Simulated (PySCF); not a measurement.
**MgCl⁻ with other numerical set-ups**

Which parts of the numerical set-up matter for MgCl⁻? Each run edits the base script.

The runs use PySCF 2.14.0; method and basis as typed in the scripts.

1 further run of the same task is left out (it didn't finish).

### Step 1. The starting structure

MgCl⁻: 2 atoms, charge -1, spin multiplicity 1.

Bond lengths: Mg1–Cl2 2.593 Å.

### Step 2. Base script

input.py reads:

```python
from pyscf import gto, dft

mol = gto.M(
    atom='Mg 0 0 0; Cl 0 0 2.593',
    basis='6-311g**',
    charge=-1,
    spin=0,
    verbose=4,
)
mf = dft.RKS(mol, xc='m062x')
mf.kernel()
mf.dip_moment()
print('orbital energies (hartree):', mf.mo_energy[..., max(0, mol.nelec[1]-3):mol.nelec[0]+3].round(4))
```

Command:

```console
$ OMP_NUM_THREADS=1 python input.py
```

The log of this run is left out.

Base result: E(SCF) = -660.356403 Eh, 9 cycles.

The bond length is a typed value, not an optimised one. The dipole of an ion depends on the origin.

### Step 3. Pcseg-1

Run 1 changes basis set: 6-311g** → pcseg-1.

input.py reads:

```python
from pyscf import gto, dft

mol = gto.M(
    atom='Mg 0 0 0; Cl 0 0 2.593',
    basis='pcseg-1',
    charge=-1,
    spin=0,
    verbose=4,
)
mf = dft.RKS(mol, xc='m062x')
mf.kernel()
mf.dip_moment()
print('orbital energies (hartree):', mf.mo_energy[..., max(0, mol.nelec[1]-3):mol.nelec[0]+3].round(4))
```

Command:

```console
$ OMP_NUM_THREADS=1 python input.py
```

### Step 4. Aug-cc-pvdz

Run 2 changes basis set: 6-311g** → aug-cc-pvdz.

Changes to input.py since step 2:

```diff
@@ -4,3 +4,3 @@
     atom='Mg 0 0 0; Cl 0 0 2.593',
-    basis='6-311g**',
+    basis='aug-cc-pvdz',
     charge=-1,
```

### Step 5. X2c-svpall (X2C on)

Run 3 changes basis set: 6-311g** → x2c-svpall; spin-free X2C: off → on.

Changes to input.py since step 2:

```diff
@@ -4,3 +4,3 @@
     atom='Mg 0 0 0; Cl 0 0 2.593',
-    basis='6-311g**',
+    basis='x2c-svpall',
     charge=-1,
@@ -10,2 +10,3 @@
 mf = dft.RKS(mol, xc='m062x')
+mf = mf.sfx2c1e()
 mf.kernel()
```

### Step 6. Cc-pvdz-dk (X2C on)

Run 4 changes basis set: 6-311g** → cc-pvdz-dk; spin-free X2C: off → on.

Changes to input.py since step 2:

```diff
@@ -4,3 +4,3 @@
     atom='Mg 0 0 0; Cl 0 0 2.593',
-    basis='6-311g**',
+    basis='cc-pvdz-dk',
     charge=-1,
@@ -10,2 +10,3 @@
 mf = dft.RKS(mol, xc='m062x')
+mf = mf.sfx2c1e()
 mf.kernel()
```

Q: Predict the outcome of this session. Wanted: for each run, E(SCF); from base; gap.

As calculated:

| run | E(SCF) (hartree) | from base (eV) | cycles | gap (eV) | functions |
| --- | --- | --- | --- | --- | --- |
| base | -660.356403 | 0 | 9 | 4.66 | 52 |
| pcseg-1 | -660.311227 | +1.2293 | 8 | 7.27 | 28 |
| aug-cc-pvdz | -660.348180 | +0.2238 | 9 | 3.27 | 54 |
| x2c-svpall (X2C on) | -661.852924 | not comparable | 9 | 5.05 | 36 |
| cc-pvdz-dk (X2C on) | -662.079016 | not comparable | 9 | 4.84 | 36 |

Of the runs whose energies can be compared, “pcseg-1” moves the SCF energy most (+1.229 eV). pcseg-1 (28 functions) gives an energy 1.23 eV higher than 6-311g** (52). aug-cc-pvdz (54 functions) gives an energy 0.22 eV higher than 6-311g** (52); size alone doesn't order basis sets of different families.
